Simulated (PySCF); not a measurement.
## Which basis set comes closest?

Molecule: Propane, C3H8.

Atom-mapped SMILES (the numbers label the heavy atoms): `[CH3:1][CH2:2][CH3:3]`. Hydrogens are named by the atom that carries them.

Geometry PBE0-D3(BJ)/def2-SVP throughout; GIAO in PySCF 2.14, gas phase, one conformer, non-relativistic; equivalent atoms averaged; functional PBE0.

Reference values (measured; solution, THF-d8, 298 K; Fulmer et al., Organometallics 2010, 29, 2176): δ(H(C1)/H(C3)) = 0.90 ppm, δ(H(C2)) = 1.33 ppm, δ(C1/C3) = 16.6 ppm, δ(C2) = 16.8 ppm. Computed shifts are taken against TMS, calculated as an isolated molecule at each level.

How do the basis sets STO-3G, 6-31G, pcSseg-0, 6-31G*, def2-SVP, cc-pVDZ, pcSseg-1, 6-311+G(2d,p), def2-TZVP, aug-cc-pVDZ, IGLO-III, cc-pVTZ, pcSseg-2 perform against the reference? Times are CPU seconds on shared hosts with different chips, so compare them loosely.

Results:


| basis set | functions | H(C1)/H(C3) | H(C2) | C1/C3 | C2 | mean abs. error H | mean abs. error C | core-s |
| --- | --- | --- | --- | --- | --- | --- | --- | --- |
| STO-3G | 23 | 0.70 | 0.79 | 20.4 | 23.6 | 0.37 | 5.3 | 1.2 |
| 6-31G | 43 | 1.12 | 1.52 | 17.9 | 17.8 | 0.21 | 1.1 | 2.3 |
| pcSseg-0 | 43 | 1.03 | 1.21 | 19.0 | 17.0 | 0.13 | 1.3 | 3.7 |
| 6-31G* | 58 | 0.99 | 1.47 | 17.2 | 17.9 | 0.11 | 0.8 | 2.7 |
| def2-SVP | 82 | 0.83 | 1.19 | 17.0 | 17.4 | 0.11 | 0.5 | 3.3 |
| cc-pVDZ | 82 | 0.89 | 1.30 | 18.4 | 20.5 | 0.02 | 2.7 | 6.6 |
| pcSseg-1 | 91 | 0.95 | 1.26 | 18.2 | 19.5 | 0.06 | 2.1 | 3.6 |
| 6-311+G(2d,p) | 129 | 0.90 | 1.36 | 17.3 | 19.6 | 0.02 | 1.8 | 6 |
| def2-TZVP | 141 | 0.91 | 1.37 | 18.0 | 20.4 | 0.03 | 2.5 | 6.7 |
| aug-cc-pVDZ | 141 | 0.99 | 1.42 | 17.5 | 20.7 | 0.09 | 2.4 | 14 |
| IGLO-III | 185 | 0.92 | 1.37 | 18.2 | 20.5 | 0.03 | 2.6 | 19 |
| cc-pVTZ | 202 | 0.91 | 1.36 | 17.8 | 20.0 | 0.02 | 2.2 | 22 |
| pcSseg-2 | 220 | 0.93 | 1.37 | 18.7 | 20.9 | 0.04 | 3.1 | 12 |

For 1H the closest is 6-311+G(2d,p) (0.02 ppm, with cc-pVDZ, cc-pVTZ, def2-TZVP, IGLO-III, pcSseg-2 practically level) and the furthest STO-3G (0.37 ppm).

For 13C the closest is def2-SVP (0.5 ppm) and the furthest STO-3G (5.3 ppm). Where a smaller basis beats a larger one, errors probably cancel; the largest sets show where the functional converges. One molecule is a small sample, and vibrational and solvent effects are absent from the calculation.

A small basis that lands close on one nucleus may do so by chance; judge by the trend and by all nuclei.
